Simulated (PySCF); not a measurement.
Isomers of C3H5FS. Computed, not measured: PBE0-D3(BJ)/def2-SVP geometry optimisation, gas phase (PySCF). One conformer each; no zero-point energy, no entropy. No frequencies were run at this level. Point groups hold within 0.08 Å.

Question: Rank from lowest to highest electronic energy at this level (kcal/mol).
A. `[CH2:1]=[C:2]([F:3])[S:4][CH3:5]` with C1–C2–S4–C5 -142°
B. `[CH2:1]=[CH:2][S:3][CH2:4][F:5]` with C1–C2–S3–C4 16°, C2–S3–C4–F5 -73°
C. `C[C@@H]1S[C@@H]1F`
D. `C[C@@H]1S[C@H]1F`
E. `[F:1][C@@H:2]1[CH2:3][C@@H:4]1[SH:5]` with C3–C4–S5–H -133°

Answer: C (0.0), D (0.3), A (8.4), E (12.1), B (12.4).

As drawn, the lowest has a three-membered ring, which the highest lacks; the highest has a C=C bond outside aromatic rings, which the lowest lacks. Neighbours under 2.5 kcal/mol apart (C[C@@H]1S[C@@H]1F and C[C@@H]1S[C@H]1F; F[C@@H]1C[C@@H]1S and C=CSCF) can change places with a better method, another conformer or zero-point energy. C[C@@H]1S[C@@H]1F and C[C@@H]1S[C@H]1F are stereoisomers, 0.3 kcal/mol apart in the conformers taken.

| SMILES | E (Eh) | E rel (kcal/mol) | dipole (D) | point group | A, B, C (MHz) |
| --- | --- | --- | --- | --- | --- |
| C[C@@H]1S[C@@H]1F | -614.68332 | 0.0 | 2.04 | C1 | 4825, 4345, 2719 |
| C[C@@H]1S[C@H]1F | -614.68279 | 0.3 | 2.29 | C1 | 5520, 3617, 2406 |
| C=C(F)SC | -614.66987 | 8.4 | 1.10 | C1 | 6794, 3141, 2354 |
| F[C@@H]1C[C@@H]1S | -614.66399 | 12.1 | 2.03 | C1 | 6833, 3093, 2444 |
| C=CSCF | -614.66359 | 12.4 | 1.45 | C1 | 5480, 3475, 2297 |

Q: How do the relative energies change in single points at PBE0/pcSseg-1 (no added dispersion term) on the same geometries?

A: 
| SMILES | PBE0-D3(BJ)/def2-SVP (kcal/mol) | PBE0/pcSseg-1 (kcal/mol) | shift |
| --- | --- | --- | --- |
| C[C@@H]1S[C@@H]1F | 0.0 | 0.0 | 0.0 |
| C[C@@H]1S[C@H]1F | 0.3 | 0.1 | -0.2 |
| C=C(F)SC | 8.4 | 7.5 | -0.9 |
| F[C@@H]1C[C@@H]1S | 12.1 | 12.8 | +0.7 |
| C=CSCF | 12.4 | 10.8 | -1.6 |

Each column counts from its own lowest isomer. The lowest isomer stays, but the order above it changes; the largest shift is 1.6 kcal/mol.
